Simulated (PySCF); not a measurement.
Level of theory: TPSSh-D3(BJ)/def2-TZVP // PBE0-D3(BJ)/def2-TZVP (PySCF). Gas-phase values, no solvent. 

Reference species (SMILES): `ClC` (neutral, multiplicity 1).

The dipole moment is 1.92 D.

Changed species: `ClC(Cl)(Cl)Cl` (whole molecule; the reference has whole molecule).

Give the shifts of the dipole moment.

the dipole moment falls by 1.92 D, to 0.00 D.
